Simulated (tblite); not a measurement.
H₅NSi.
SMILES with atom numbers: `[NH2:1][SiH3:2]` (hydrogens: H3, H4 on N1; H5, H6, H7 on Si2)

Computed with GFN2-xTB (tblite), gas phase: Langevin dynamics at 600 K from the optimised GFN2-xTB geometry, time step 0.5 fs, friction 0.01 fs⁻¹, 2000 steps. The instantaneous temperature is 2·E(kin)/(3Nk) with all 3N coordinates.

```tsv
t (fs)	T (K)	E(pot) above start (eV)	N1–Si2 (Å)	N1–H3 (Å)
0	485	0.000	1.723	1.008
50	383	0.367	1.714	0.989
100	577	0.528	1.736	0.990
150	788	0.601	1.663	1.001
200	1378	0.401	1.748	1.062
250	687	0.525	1.781	1.028
300	816	0.348	1.681	1.030
350	523	0.246	1.691	0.978
400	677	0.260	1.803	0.995
450	680	0.434	1.802	1.061
500	591	0.443	1.711	1.055
550	802	0.327	1.730	1.016
600	883	0.297	1.766	1.009
650	743	0.685	1.678	0.976
700	1048	0.345	1.805	1.019
750	759	0.198	1.733	1.034
800	498	0.310	1.709	0.998
850	713	0.588	1.713	1.025
900	680	0.794	1.745	1.028
950	445	0.885	1.809	1.040
1000	681	0.643	1.782	1.141
```

Task: From 500 fs on, how do temperature and potential energy compare with equipartition?

Result: The mean temperature of these 11 frames is 713 K against the target 600 K, and the mean potential energy 0.50 eV against 15 × kT/2 = 0.39 eV for 15 classical harmonic modes. For 7 atoms in a canonical ensemble the temperature itself scatters by T·√(2/(3N)) = 185 K; here its standard deviation is 162 K. The whole run lasts only 10 friction times of 100 fs, so these averages carry a wide statistical error.

Task: What are the kinetic and total energies of the listed frame with the highest potential energy?

Result: The one at 950 fs, 0.885 eV above the start. Its kinetic energy is 3NkT/2 = 0.403 eV at 445 K, so the sum is 1.29 eV; over the listed frames the sum runs from 0.44 to 1.65 eV, since the thermostat adds and removes energy.

Task: How much do the listed bonds fluctuate from 500 fs on?

Result: 
```tsv
bond	at the start (Å)	mean (Å)	standard deviation (Å)
N1–Si2	1.723	1.744	0.040
N1–H3	1.008	1.031	0.040
```

The motion is classical and holds no zero-point motion.

What follows is the cost of the whole dynamics run. Time: 14 s of wall time; peak memory 0.18 GiB. Hardware: one thread of an AMD EPYC, shared host with 64 logical CPUs at a one-minute load of 60.
